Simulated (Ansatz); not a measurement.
Problem. Name a neutral molecule of C, Cl, F, N and H with size of the dipole moment (ωB97M-V/def2-TZVPP) between 1.80 and 2.10 D and HOMO energy (PBE0/def2-TZVPP) between -8.45 and -8.15 eV (Ansatz, PBE0-D4/def2-TZVP geometry).

Solution. `C/N=C(/F)Cl` (1.88 D, -8.42 eV). Other molecules can fit too; these were computed, each in one conformer that needn't be the lowest.
